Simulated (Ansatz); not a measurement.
We consider trigonal Se, described by LDA (plane waves, PAW; Ansatz, an electronic-structure program).

Run with plane-wave cutoff 520 eV, 12×12×8 k mesh (along the axes of the cell as run), Fermi–Dirac smearing 0.01 eV, scalar-relativistic PAW data made under PBE.

Cell (relaxed at this level):

```cif
data_Se3
_chemical_formula_sum 'Se3'
_space_group_name_H-M_alt 'P3121'
_space_group_IT_number 152
_space_group_name_Hall 'P 31 2"'
_cell_length_a 3.94615
_cell_length_b 3.94615
_cell_length_c 5.11998
_cell_angle_alpha 90.000
_cell_angle_beta 90.000
_cell_angle_gamma 120.000
loop_
_atom_site_label
_atom_site_type_symbol
_atom_site_symmetry_multiplicity
_atom_site_Wyckoff_symbol
_atom_site_fract_x
_atom_site_fract_y
_atom_site_fract_z
_atom_site_occupancy
Se1 Se 3 a 0.74450 0.74450 0.00000 1
```

Q: Give the computed bulk modulus B0, band gap, smallest direct gap on the k points sampled and Γ–Γ gap.

A: 
bulk modulus B0: 32.8 GPa
band gap: 0.24 eV (indirect)
smallest direct gap on the k points sampled: 0.28 eV
Γ–Γ gap: 2.03 eV

Note: the bulk modulus comes from volumes at which shape and atoms were relaxed.

Spin–orbit coupling is not included.

The computed numbers hold no vibrational or temperature effects.
